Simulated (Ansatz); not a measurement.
1T (CdI2-type) HfS₂ was calculated with PBEsol (Ansatz, a quantum-chemistry and plane-wave program, plane waves, PAW).

Numerical settings: plane-wave cutoff 520 eV, 12×12×6 k mesh (along the axes of the cell as run), perturbation theory, force constants from a 6×6×2 q mesh, scalar-relativistic PAW data made under PBE.

**Question.** What does this level give for the high-frequency dielectric constant (mean over three axes), dielectric constant ε0 (ions relaxed) (mean over three axes) and zero-point energy?

**Answer.** 
- high-frequency dielectric constant (mean over three axes): 9.02
- dielectric constant ε0 (ions relaxed) (mean over three axes): 30.4
- zero-point energy: 0.039 eV/atom

Note: the cell comes from a level without a dispersion term, which matters for the spacing of layers, chains or molecules; the cell has widely spaced layers and the level no dispersion term, so their spacing and the moduli can rest on weak binding.

Spin–orbit coupling is not included.

Cost on a shared machine: around 110 core-minutes (rough).
